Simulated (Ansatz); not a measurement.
# Ti2Si13Sn: short dynamics, then relaxation

A packing of 16 atoms, thrown in at random and pushed apart as soft spheres with like charges further apart (13 Si, 1 Sn, 2 Ti) went through Langevin stages in a fixed cell of 17.69 Å³/atom, at one k point, without spin and with a Fermi–Dirac width of kT (0.05 eV at least). These are results of DFT PBE, scalar-relativistic, plane waves, PAW (Ansatz), not measurements.

```json
{"thermostat (K)": "2390", "duration (fs)": "72", "friction (1/fs)": "0.030", "cutoff (eV)": "320", "mean T (K)": "2643", "mean P (GPa)": "7.7", "mean square displacement (Å²)": "0.36"}
{"thermostat (K)": "2390", "duration (fs)": "750", "friction (1/fs)": "0.030", "cutoff (eV)": "420", "mean T (K)": "2467", "mean P (GPa)": "6.3", "mean square displacement (Å²)": "1.63"}
{"thermostat (K)": "1720", "duration (fs)": "750", "friction (1/fs)": "0.030", "cutoff (eV)": "420", "mean T (K)": "1579", "mean P (GPa)": "2.6", "mean square displacement (Å²)": "1.45"}
{"thermostat (K)": "950", "duration (fs)": "750", "friction (1/fs)": "0.030", "cutoff (eV)": "420", "mean T (K)": "954", "mean P (GPa)": "-0.2", "mean square displacement (Å²)": "0.96"}
{"thermostat (K)": "300", "duration (fs)": "750", "friction (1/fs)": "0.030", "cutoff (eV)": "420", "mean T (K)": "309", "mean P (GPa)": "-0.8", "mean square displacement (Å²)": "0.52"}
```

Means run over the second half of a stage; pressure includes the kinetic part; displacements count from the stage's start, the atoms' common shift taken off. In so short a run the atoms moved about a bond length or less in the hot stages, so this is an annealed packing, not a quenched equilibrium liquid.

Cell and atoms were then relaxed on coarser meshes and computed once more: Settings: cutoff 420 eV, Γ-centred mesh 6×5×5 on the computed 16-atom cell, Gaussian smearing of 0.10 eV; no spin polarisation.

Problem. What structure is left?

Solution. One draw of many: 17.34 Å³/atom with no gap on the mesh, 0.13 eV/atom above the elements' standard states (static lattices, no corrections for gases) (a random packing after short dynamics, relaxed).

Counting as bonded all pairs within 1.2 times the summed covalent radii:

| atom → neighbour | mean count | mean length (Å) | spread (Å) |
| --- | --- | --- | --- |
| Si → Si | 3.85 | 2.46 | 0.07 |
| Si → Sn | 0.23 | 2.88 | 0.10 |
| Si → Ti | 1.15 | 2.66 | 0.10 |
| Sn → Si | 3.00 | 2.88 | 0.10 |
| Sn → Ti | 2.00 | 2.93 | 0.13 |
| Ti → Si | 7.50 | 2.66 | 0.10 |
| Ti → Sn | 1.00 | 2.93 | 0.13 |
| Ti → Ti | 2.00 | 3.12 | 0.30 |

Angles between all pairs of such bonds at an atom (mean ± spread): 102 ± 29° at Si, 106 ± 36° at Sn, 97 ± 33° at Ti.

```
Si Ti Sn
1.0
     5.97347    0.01841    0.19149
     0.01880    6.85486    0.42475
     0.17115    0.42655    6.80925
Si Ti Sn
13 2 1
Direct
  0.82756 0.80870 0.15059
  0.08031 0.28747 0.17253
  0.17534 0.45827 0.84747
  0.70940 0.15084 0.16946
  0.31489 0.79949 0.50139
  0.48544 0.61403 0.00782
  0.47085 0.36277 0.34707
  0.82922 0.64992 0.74584
  0.66970 0.63283 0.44292
  0.15128 0.61158 0.25333
  0.32816 0.20318 0.66883
  0.31756 0.99865 0.18364
  0.64448 0.33582 0.84651
  0.16086 0.83478 0.87458
  0.60692 0.96505 0.87157
  0.91560 0.09723 0.56078
```

The final mesh leaves forces up to 0.32 eV/Å and stresses up to 1.6 GPa: the relaxation ran on a coarser mesh, so the cell's shape, its bonds and its energy belong partly to that mesh.

Cost: 6 runs of about 33 core-minutes in all (earlier runs that led there not counted), on Arm Neoverse V2 (shared hosts).